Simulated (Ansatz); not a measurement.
hcp against bcc along group 13

The calculation used DFT, r2SCAN, plane waves (500 eV) with PAW, scalar-relativistic in Ansatz 0.2.0. The PAW files were generated under PBE, with cores re-solved for the functional.

Each structure is relaxed within its symmetry, in the lowest magnetic state of the tried starts. Differences under about 8 meV lie within the error of the k-point mesh.

```
element  E(hcp) − E(bcc) (meV/atom)  V(hcp) (Å³/atom)  V(bcc) (Å³/atom)       state of hcp       state of bcc
     Al                         -72             16.01             16.24  spin not included  spin not included
     Ga                         -12             18.02             18.20  spin not included  spin not included
     In                          -8             26.43             26.67  spin not included  spin not included
     Tl                           ?                 ?                 ?                  ?                  ?
```

(1) Fill in the row of Tl.

## Answers

(1) E(hcp) − E(bcc) (meV/atom): -4; V(hcp) (Å³/atom): 30.17; V(bcc) (Å³/atom): 30.10; state of hcp: spin not included; state of bcc: spin not included.
